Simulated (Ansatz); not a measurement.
# BHNF (SMILES N=BF): one structure at several levels

The atoms stand at a structure displaced at random from a GFN2-xTB minimum. How far do the functionals agree with CCSD(T) there?

Method: single points in def2-TZVPP; program: Ansatz 0.2.0, Gaussian basis.

Correlated methods freeze the cores.

### 1 Starting geometry

SMILES `N=BF`, 4 atoms, charge 0, spin multiplicity 1.

Atoms are counted from 1 here; the program's logs count them from 0.

Bond lengths: N1–B2 1.346 Å, N1–H4 1.145 Å, B2–F3 1.300 Å. Angles: B2–N1–H4 160.9°, N1–B2–F3 162.8°.

Geometry (Å):

```
atom    x (Å)    y (Å)    z (Å)
  N1   0.6355  -0.2442  -0.2307
  B2  -0.5692   0.2270   0.1418
  F3  -1.8302   0.3082   0.4493
  H4   1.7664  -0.4175  -0.2621
```

### 2 CCSD(T)/def2-TZVPP

The input, run/in.yaml:

```yaml
crystal:
  periodic: [false, false, false]
  atoms:
    - {symbol: N, position_ang: [0.635500, -0.244200, -0.230700]}
    - {symbol: B, position_ang: [-0.569200, 0.227000, 0.141800]}
    - {symbol: F, position_ang: [-1.830200, 0.308200, 0.449300]}
    - {symbol: H, position_ang: [1.766400, -0.417500, -0.262100]}
basis:
  gaussian: {orbitals: def2-TZVPP}
correlation: {method: ccsd_t}
output: {forces: true}
```

No record of the launch command was kept for these runs.

### 3 PBE0-D4/def2-TZVPP

Changes to run/in.yaml since step 2:

```diff
@@ -9,3 +9,3 @@
   gaussian: {orbitals: def2-TZVPP}
-correlation: {method: ccsd_t}
-output: {forces: true}
+hamiltonian: {xc: pbe0, dispersion: d4}
+output: {forces: true, orbitals: {seedname: orbitals}}
```

### 4 wB97M-V/def2-TZVPP

Changes to run/in.yaml since step 3:

```diff
@@ -9,3 +9,3 @@
   gaussian: {orbitals: def2-TZVPP}
-hamiltonian: {xc: pbe0, dispersion: d4}
-output: {forces: true, orbitals: {seedname: orbitals}}
+hamiltonian: {xc: {name: wB97M-V}}
+output: {forces: true}
```

### 5 r2SCAN-D4/def2-TZVPP

Changes to run/in.yaml since step 4:

```diff
@@ -9,3 +9,3 @@
   gaussian: {orbitals: def2-TZVPP}
-hamiltonian: {xc: {name: wB97M-V}}
+hamiltonian: {xc: r2scan, dispersion: d4}
 output: {forces: true}
```

### 6 PBE-D4/def2-TZVPP

Changes to run/in.yaml since step 5:

```diff
@@ -9,3 +9,3 @@
   gaussian: {orbitals: def2-TZVPP}
-hamiltonian: {xc: r2scan, dispersion: d4}
+hamiltonian: {xc: pbe, dispersion: d4}
 output: {forces: true}
```

### 7 LC-wPBE/def2-TZVPP

Changes to run/in.yaml since step 6:

```diff
@@ -9,3 +9,3 @@
   gaussian: {orbitals: def2-TZVPP}
-hamiltonian: {xc: pbe, dispersion: d4}
+hamiltonian: {xc: {name: LC-wPBE}}
 output: {forces: true}
```

### 8 BLYP-D4/def2-TZVPP

Changes to run/in.yaml since step 7:

```diff
@@ -9,3 +9,3 @@
   gaussian: {orbitals: def2-TZVPP}
-hamiltonian: {xc: {name: LC-wPBE}}
+hamiltonian: {xc: {name: BLYP}, dispersion: d4}
 output: {forces: true}
```

(Steps that only read results are left out.)

Q: Predict the outcome of this session. Wanted: energy less free atoms, CCSD(T)/def2-TZVPP; RMS force component; RMS force error; HOMO and LUMO, PBE0-D4; T1 diagnostic.

As calculated:

| quantity | value |
| --- | --- |
| energy less free atoms, CCSD(T)/def2-TZVPP | -364.3 kcal/mol |
| RMS force component | 2.199 to 2.552 eV/Å over the methods |
| RMS force error | PBE0-D4 0.248, wB97M-V 0.256, r2SCAN-D4 0.150, PBE-D4 0.122, LC-wPBE 0.401, BLYP-D4 0.164 eV/Å |
| HOMO and LUMO, PBE0-D4 | -7.89 and -0.66 eV |
| T1 diagnostic | 0.017 |

In words: Against CCSD(T) the functionals' energies less atoms differ by -35.2 to -14.6 kcal/mol, PBE-D4 by -35.2 kcal/mol. CCSD(T) in triple zeta still lacks some correlation energy of the bonds, so part of these gaps is its own basis error and they don't rank the functionals. The forces of PBE-D4 come nearest to CCSD(T), those of LC-wPBE are farthest. Frozen-core CCSD(T) forces in triple zeta carry basis errors of their own, and this is one geometry, so small gaps rank nothing.
